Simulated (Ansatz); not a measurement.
# Counterpoise correction, worked out

The pair of NH4⁺ (SMILES [NH4+], atoms 1–5) and PH3 (SMILES P, atoms 6–9), both closed shells, in one local arrangement (a lower one may exist), relaxed at PBE0-D4/def2-TZVP:

```xyz
9
angstrom
N 0.0584 -0.2456 -1.6738
H 0.0222 -0.0899 -0.6150
H -0.8635 -0.5232 -2.0128
H 0.7317 -0.9813 -1.8911
H 0.3418 0.6173 -2.1395
P -0.0543 0.2305 1.5697
H 1.1221 0.0812 2.3336
H -0.9029 -0.5753 2.3574
H -0.4556 1.4863 2.0714
```

Ansatz 0.2.0; basis: def2-TZVPPD; cores frozen in the correlated methods.

CCSD(T) total energies in eV:

| system | geometry | basis functions | energy |
| --- | --- | --- | --- |
| pair | pair | all | -10871.75321 |
| NH4⁺ | as in the pair | all (partner as ghosts) | -1546.02707 |
| PH3 | as in the pair | all (partner as ghosts) | -9325.06839 |
| NH4⁺ | as in the pair | its own | -1546.02352 |
| PH3 | as in the pair | its own | -9325.05207 |
| NH4⁺ | free (PBE0-D4 minimum) | its own | -1546.06873 |
| PH3 | free (PBE0-D4 minimum) | its own | -9325.08632 |

Q: Work out the interaction energy with and without the counterpoise correction, the superposition error, and the binding energy from the relaxed fragments.

A: Without correction: -10871.75321 − (-1546.02352) − (-9325.05207) = -0.67762 eV.
With correction (each fragment in the whole basis): -10871.75321 − (-1546.02707) − (-9325.06839) = -0.65775 eV = -15.17 kcal/mol.
The superposition error is the difference, 0.01987 eV, 3 % of the uncorrected value: each fragment borrows its partner's functions.
Deformation from the free shapes: 0.04521 eV for NH4⁺ and 0.03425 eV for PH3.
Binding energy from relaxed fragments: -0.65775 + 0.04521 + 0.03425 = -0.57829 eV = -13.34 kcal/mol (electronic, without zero-point energy; negative means bound). For comparison, the corrected interaction energy by CCSD(T) at an estimated basis limit (MP2 extrapolated from triple and quadruple zeta, plus CCSD(T) − MP2 in triple zeta) is -0.686 eV; triple zeta with the correction binds less.

No T1 diagnostic of these runs exceeds 0.014.

For scale, one of the runs: CCSD(T)/def2-TZVPPD, 204 basis functions, launched by `ansatz run in.yaml --threads 2 --pin off --events-out ev --progress --plain --max-ram 5222MiB`. Hardware: 2 CPU threads of an Arm Neoverse V2, shared host. Wall time 27 s; peak host memory 2.5 GiB.
